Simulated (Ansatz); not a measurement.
in.yaml

```yaml
crystal:
  periodic: [false, false, false]
  atoms:
    - {symbol: Ta, position_ang: [0.000535, 0.000000, 0.356118]}
    - {symbol: Si, position_ang: [-0.052686, 0.000000, -2.052241]}
    - {symbol: H, position_ang: [0.050278, -1.239944, -2.857882]}
    - {symbol: H, position_ang: [0.050280, 1.239943, -2.857882]}
    - {symbol: H, position_ang: [1.271478, -0.000001, -1.031256]}
basis:
  gaussian: {orbitals: def2-TZVPP}
total_charge: 1
magnetization: {spin_polarized: false, initial_magnetization: 3}
correlation: {method: ccsdt_q, electrons: outside_noble_gas}
```

```sh
$ ansatz run in.yaml --threads 2 --pin off --events-out ev --progress --plain --max-ram 24576MiB --backend cuda --devices 0, --max-vram 18GiB
```

Log:

```
1783 factors; integrals over basis functions are off by at most 3.4e-5 eV
mean field evaluation 1: about -9429.7502 eV, gradient 3.0e1 eV
mean field evaluation 2: about -9429.7506 eV, gradient 3.0e1 eV
mean field evaluation 4: about -9435.0620 eV, gradient 4.6e0 eV
mean field evaluation 8: about -9435.3091 eV, gradient 2.7e-1 eV
mean field evaluation 16: about -9435.3283 eV, gradient 1.7e-5 eV
mean field evaluation 32: about -9435.3145 eV, gradient 2.0e-1 eV
mean field evaluation 64: about -9435.3255 eV, gradient 2.2e-1 eV
mean field evaluation 96: about -9435.3262 eV, gradient 5.3e-2 eV
mean field evaluation 128: about -9433.7895 eV, gradient 3.1e0 eV
mean field evaluation 160: about -9434.1408 eV, gradient 2.1e0 eV
...
cycle  28  -6.77208586 eV  change   -4.9e-6 eV  update   1.2e-5
cycle  29  -6.77208813 eV  change   -2.3e-6 eV  update   1.0e-5
cycle  30  -6.77208722 eV  change    9.1e-7 eV  update   8.4e-6
cycle  31  -6.77208721 eV  change    1.6e-8 eV  update   6.3e-6
cycle  32  -6.77208922 eV  change   -2.0e-6 eV  update   4.7e-6
cycle  33  -6.77209153 eV  change   -2.3e-6 eV  update   3.6e-6
cycle  34  -6.77209239 eV  change   -8.6e-7 eV  update   2.6e-6
cycle  35  -6.77209238 eV  change    5.2e-9 eV  update   2.0e-6
cycle  36  -6.77209160 eV  change    7.8e-7 eV  update   1.4e-6
cycle  37  -6.77209149 eV  change    1.1e-7 eV  update   9.7e-7
perturbative correction -0.01498160 eV, -0.0005505636 hartree
Total energy: -9442.11536102 eV, -346.9913394218 hartree
```

Ran on 2 threads of AMD EPYC 7R13 with a shared H100 80 GB, shared host: 3 min wall, 1.4 GiB peak host memory.
